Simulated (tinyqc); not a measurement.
MP2 on RHF in the sto-3g basis, for OH-, spin multiplicity 1, step by step. The basis has no diffuse functions, so it cannot describe the extra electron: this is an exercise in the method, not the real anion. One step of it, computed by the program tinyqc.

Question. Second-order Moller-Plesset energy. E2 = sum_ijab (ia|jb) [2 (ia|jb) - (ib|ja)] / (e_i + e_j - e_a - e_b) over occupied i, j and virtual a, b; the opposite-spin part is (ia|jb)^2 / denominator, the rest is same-spin, and SCS-MP2 scales them by 6/5 and 1/3.

orbital energies (hartree): [-19.452149, -0.578252, 0.076184, 0.213994, 0.213994, 1.063503]

Two-electron integrals over orbitals (pq|rs), unique and non-zero (hartree):
```
(11|11) 4.746924    (21|11) -0.444244   (21|21) 0.065225    (22|11) 1.041183
(22|21) -0.017753   (22|22) 0.732672    (31|11) 0.161333    (31|21) -0.023388
(31|22) 0.008786    (31|31) 0.015986    (32|11) -0.185755   (32|21) 0.007065
(32|22) -0.057466   (32|31) 0.009774    (32|32) 0.131826    (33|11) 0.722992
(33|21) -0.006514   (33|22) 0.591027    (33|31) -0.000975   (33|32) 0.010188
(33|33) 0.624180    (41|41) 0.025965    (42|41) 0.034046    (42|42) 0.155900
(43|41) -0.011381   (43|42) -0.045189   (43|43) 0.033801    (44|11) 1.115348
(44|21) -0.012952   (44|22) 0.764454    (44|31) 0.004718    (44|32) -0.101051
(44|33) 0.573298    (44|44) 0.880159    (51|51) 0.025965    (52|51) 0.034046
(52|52) 0.155900    (53|51) -0.011381   (53|52) -0.045189   (53|53) 0.033801
(54|54) 0.047444    (55|11) 1.115348    (55|21) -0.012952   (55|22) 0.764454
(55|31) 0.004718    (55|32) -0.101051   (55|33) 0.573298    (55|44) 0.785270
(55|55) 0.880159    (61|11) -0.125258   (61|21) 0.019174    (61|22) -0.001583
(61|31) 0.005706    (61|32) 0.021665    (61|33) -0.007086   (61|44) -0.003497
(61|55) -0.003497   (61|61) 0.026507    (62|11) 0.170862    (62|21) -0.004377
(62|22) 0.089480    (62|31) 0.016500    (62|32) 0.044101    (62|33) 0.000989
(62|44) 0.093214    (62|55) 0.093214    (62|61) 0.022374    (62|62) 0.109465
(63|11) 0.299423    (63|21) -0.004597   (63|22) 0.140611    (63|31) -0.002929
(63|32) -0.115308   (63|33) 0.009522    (63|44) 0.172452    (63|55) 0.172452
(63|61) -0.009361   (63|62) 0.026660    (63|63) 0.179578    (64|41) 0.008343
(64|42) 0.033911    (64|43) 0.012845    (64|64) 0.038022    (65|51) 0.008343
(65|52) 0.033911    (65|53) 0.012845    (65|65) 0.038022    (66|11) 0.942328
(66|21) -0.011410   (66|22) 0.675219    (66|31) 0.011820    (66|32) 0.011134
(66|33) 0.624815    (66|44) 0.667853    (66|55) 0.667853    (66|61) 0.009296
(66|62) 0.081869    (66|63) 0.064817    (66|66) 0.711467
```

Hartree-Fock energy = -74.06065428 hartree

Give: Terms; Pair energies; MP2 correlation energy; SCS-MP2 correlation energy; MP2 total energy.

Answer.

Terms:
```
i  j  a  b  (ia|jb)  (ib|ja)  denominator       term
3  3  6  6   0.1796   0.1796      -1.9746    -0.0163
2  2  6  6   0.1095   0.1095      -3.2835    -0.0036
4  4  6  6   0.0380   0.0380      -1.6990    -0.0009
5  5  6  6   0.0380   0.0380      -1.6990    -0.0009
3  2  6  6   0.0267   0.0267      -2.6291  -2.70e-04
2  3  6  6   0.0267   0.0267      -2.6291  -2.70e-04
1  2  6  6   0.0224   0.0224     -22.1574  -2.26e-05
2  1  6  6   0.0224   0.0224     -22.1574  -2.26e-05
1  1  6  6   0.0265   0.0265     -41.0313  -1.71e-05
3  1  6  6  -0.0094  -0.0094     -21.5030  -4.08e-06
1  3  6  6  -0.0094  -0.0094     -21.5030  -4.08e-06
```

Pair energies (hartree; pair i-j sums ij and ji):
```
pair  opposite spin  same spin
1-1       -1.71e-05     0.0000
2-1       -4.52e-05     0.0000
2-2         -0.0036     0.0000
3-1       -8.15e-06     0.0000
3-2         -0.0005     0.0000
3-3         -0.0163     0.0000
4-4         -0.0009     0.0000
5-5         -0.0009     0.0000
```

MP2 correlation energy = -0.022294 hartree

SCS-MP2 correlation energy = -0.026752 hartree

MP2 total energy = -74.082948 hartree
